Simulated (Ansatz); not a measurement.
Species: CHF2 (charge 0, doublet). It need not be the lowest isomer of its formula. 
Structure (B3LYP-D3(BJ)/def2-TZVP (Ansatz, a quantum-chemistry and plane-wave program) minimum search):
```xyz
4

C      0.0374     0.0032     0.5083
F     -0.0384     1.0965    -0.2444
F     -0.0849    -1.0976    -0.2269
H      0.8851    -0.0093     1.1920
```
Charge 0, spin multiplicity 2.

Basis-set convergence of Hartree-Fock and MP2 correlation energies (hartree) with Ansatz. Valence correlation only, unless marked. UHF or UKS for open shells. Spin-orbit coupling is left out. Non-relativistic.

```tsv
basis	functions	E(HF)	E(corr, MP2)
aug-cc-pVDZ	78	-237.29686	-0.52163
aug-cc-pVTZ	161	[?]	[?]
```

**Question.** Complete the blanks.

**Answer.** 
- aug-cc-pVTZ, E(HF): -237.36440
- aug-cc-pVTZ, E(corr, MP2): -0.65357
